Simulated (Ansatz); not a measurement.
Where CCSD(T) holds and where it slips

Each species is computed at the geometry given (Å), with frozen cores, in Ansatz 0.2.0: RHF-CCSD(T) for singlets, UHF-CCSD(T) otherwise, and full CI in the same basis. The program picks the determinant by a search with trial CCSD, so it needn't be the lowest Hartree–Fock solution. States: BC⁺ triplet Σ⁻ or Δ, AlP⁺ quartet Σ⁻ or Δ, Si–AlH2 quartet A2. Cases whose determinant has another symmetry than full CI's state, or lies over 0.5 eV above the lowest of its kind, whose (Q) step broke down or whose higher cluster runs on it stay over 0.1 eV above full CI weren't drawn.

**Question.** Judging by size, spin and bonding and the diagnostics given, rank them by the size of CCSD(T)'s error in total energy against full CI in the same basis, smallest first (an estimate).
A. BC⁺, triplet, cc-pVDZ: B 0.000 0.000 0.000; C 0.000 0.000 1.528. T1 0.073, (T) -163 meV in a correlation energy of -3.15 eV
B. Si–AlH2, quartet, 6-31G: Si 0.000 0.000 1.249; Al 0.000 0.000 -1.159; H 0.000 1.405 -1.888; H 0.000 -1.405 -1.888. T1 0.024, (T) -39 meV in a correlation energy of -2.06 eV
C. AlP⁺, quartet, cc-pVDZ: Al 0.000 0.000 0.000; P 0.000 0.000 2.460. T1 0.025, (T) -101 meV in a correlation energy of -3.55 eV

**Answer.** B (20.8 meV), C (35.0 meV), A (174.1 meV).

```json
{"species": "Si–AlH2, quartet", "basis": "6-31G", "correlated electrons": "9", "CCSD(T) − full CI (meV)": "20.8", "CCSDT(Q) − full CI (meV)": "0.4", "unpaired electrons (full CI)": "3.03", "T1": "0.024", "⟨S²⟩ of the determinant": "3.75"}
{"species": "AlP⁺, quartet", "basis": "cc-pVDZ", "correlated electrons": "7", "CCSD(T) − full CI (meV)": "35.0", "CCSDT(Q) − full CI (meV)": "0.4", "unpaired electrons (full CI)": "3.08", "T1": "0.025", "⟨S²⟩ of the determinant": "3.80"}
{"species": "BC⁺, triplet", "basis": "cc-pVDZ", "correlated electrons": "6", "CCSD(T) − full CI (meV)": "174.1*", "CCSDT(Q) − full CI (meV)": "1.0", "unpaired electrons (full CI)": "2.70", "T1": "0.073", "⟨S²⟩ of the determinant": "2.93"}
```

Unpaired electrons are Σ n²(2−n)² over natural occupations; an open shell counts its own unpaired electrons too. Frozen cores follow each run's orbitals, which moves totals by a few meV. No single determinant describes BC⁺, triplet well, by full CI's occupations. An asterisk marks runs whose energy the program itself flagged as in doubt.
